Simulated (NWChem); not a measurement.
# AlCl$_{3}$; SMILES [Cl][Al]([Cl])[Cl]

Results from NWChem. All runs use the structure optimised with PBE0/def2-SVP. Ions are spin-unrestricted doublets at the neutral geometry; other ion states weren't tried.

Problem. Order these runs by computing time, cheapest first, and give rough ratios: PBE/STO-3G; PBE/def2-SVPD; PBE/def2-TZVPP.

Solution. PBE/STO-3G (1), PBE/def2-SVPD (5), PBE/def2-TZVPP (20). Ratios are rough, from one shared machine; the cheapest took around 7 core-seconds (rough). What differs between the cheapest and the dearest: vertical ionisation energy, ΔSCF (eV) 9.40 → 10.85; −ε(HOMO) (eV) 5.85 → 7.95; ΔSCF minus −ε(HOMO) (eV) 3.55 → 2.90.
